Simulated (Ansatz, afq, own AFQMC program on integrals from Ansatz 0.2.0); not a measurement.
Where AFQMC and coupled cluster stand for Al, doublet

A free Al atom.

Basis cc-pVTZ. Only valence electrons are correlated. Ansatz 0.2.0 and our own AFQMC program on the same integrals; the CISD trial comes from CCSD amplitudes, and released means the phaseless constraint is let go. Free projection: walkers drawn from exp(T), propagated without any constraint. Its projection time is finite, and what remains of the start isn't in its error. Uncertainties: one standard error, sampling alone.

Determinant: UHF, the one that the program's search chose, which needn't be the lowest solution.

Full CI on the same integrals is exact in this basis and with this determinant's frozen core.

Cautions: the ph-AFQMC/HF walk drifts between its halves (2.7 errors).

- T1 diagnostic: 0.0180
- weight of the determinant in the CISD state: 0.931
- ⟨S²⟩ of the determinant: 0.770
- size of the correlated space: 3 electrons in 29 orbitals

```csv
level,correlation energy (eV)
MP2,-0.9756
CCSD,-1.3882
CCSD(T),-1.4193
```

Estimate where full CI lies against CCSD(T) on the same integrals.

1.2 kJ/mol below CCSD(T).

Reference: full CI, correlation energy -1.432 eV. The released energy is read at 1.50 1/Eh (meV from the phaseless value at times in 1/Eh: -1.0 ± 0.8 at 0.24, -1.2 ± 0.8 at 0.50, -3.7 ± 2.2 at 1.00, -3.5 ± 0.5 at 1.50).

| level | E − E(reference) (kJ/mol) | share of correlation (%) |
| --- | --- | --- |
| CCSD(T) | 1.2 | 99.10 |
| ph-AFQMC/HF | 7.7 ± 0.8 | 94.43 |
| ph-AFQMC/CISD | 0.6 ± 0.06 | 99.56 |
| released AFQMC | 0.3 ± 0.04 | 99.81 |
| free AFQMC | 0.0 ± 0.06 | 99.98 |

Free projections are given only where their last times agree within the noise and don't stop above the reference; a slow remainder of the start can still hide under it. A walk keeps the symmetry of its determinant, which the program's search chose and which needn't be the lowest solution, so a lower state of the same spin and another symmetry isn't excluded. Released energies are given only where the last usable release times agree within the noise; a slower fall can still hide under it.
